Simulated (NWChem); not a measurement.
## Lowest excitation of AlCl$_{3}$

```
Al
Cl 1 2.0937
Cl 1 2.0937 2 120.00
Cl 1 2.0937 2 120.00 3 180.00
```
Charge 0, spin multiplicity 1.

The numbers come from NWChem runs, not from measurements. Structure: optimised with PBE/def2-SVP, a minimum by its harmonic frequencies.

Basis set: def2-SVP.

```
method    lowest vertical singlet excitation energy (eV)  relative cost  difference from EOM-CCSD
--------  ----------------------------------------------  -------------  ------------------------
EOM-CCSD                                            7.35              5                      0.00
TDA-PBE0                                            6.55        under 3                     -0.80
TD-PBE                                              5.78        under 3                     -1.57
TD-B3LYP                                            6.28        under 3                     -1.07
CIS                                                 8.33              1                     +0.99
```

The values span 2.55 eV, from TD-PBE (lowest) to CIS (highest). The cost column gives rough processor time relative to CIS; each entry includes its own SCF.

The correlated methods keep 20 core orbitals frozen. B3LYP has NWChem's definition, with VWN1-RPA local correlation. The structure started from a generated list of species. Differences from the coupled-cluster row are differences between methods, not errors against experiment.
